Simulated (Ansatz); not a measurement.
This geometry of CHCl2 (4 atoms, charge -1, multiplicity 1) is a first-order saddle point.

Theory: RKS r2SCAN-D4/def2-mTZVP (Ansatz 0.2.0).

```xyz
4
Properties=species:S:1:pos:R:3
Cl -1.391 0.226 -0.928
C 0.084 0.165 0.072
Cl 0.771 -1.447 0.399
H 0.536 1.056 0.458
```

Problem. Which two structures does it join? (They come from a converged band through this point; their orientation in space is the band's.)

Solution. No bond is made or broken. The height of C2 over the plane of its neighbours goes from -0.75 to 0.75 Å. The two ends are copies of one structure, up to a mirror image or an exchange of like atoms.

Image 0:

```xyz
4
Properties=species:S:1:pos:R:3
Cl -1.582 0.379 -0.493
C 0.349 0.045 -0.512
Cl 0.623 -1.328 0.860
H 0.611 0.905 0.145
```

Image 6:

```xyz
4
Properties=species:S:1:pos:R:3
Cl -1.033 0.478 -1.263
C -0.368 -0.085 0.493
Cl 1.172 -1.229 0.090
H 0.229 0.835 0.680
```

Problem. How far does it lie above each of them?

Solution. 131.9 kJ/mol above the first and 131.9 kJ/mol above the second. This is the barrier of this one path; another mechanism may lie lower. Limits of this set-up: an anion without diffuse functions, the dipole of an ion depends on the origin.

Run time: 60 s on 1 CPU thread of a shared host.
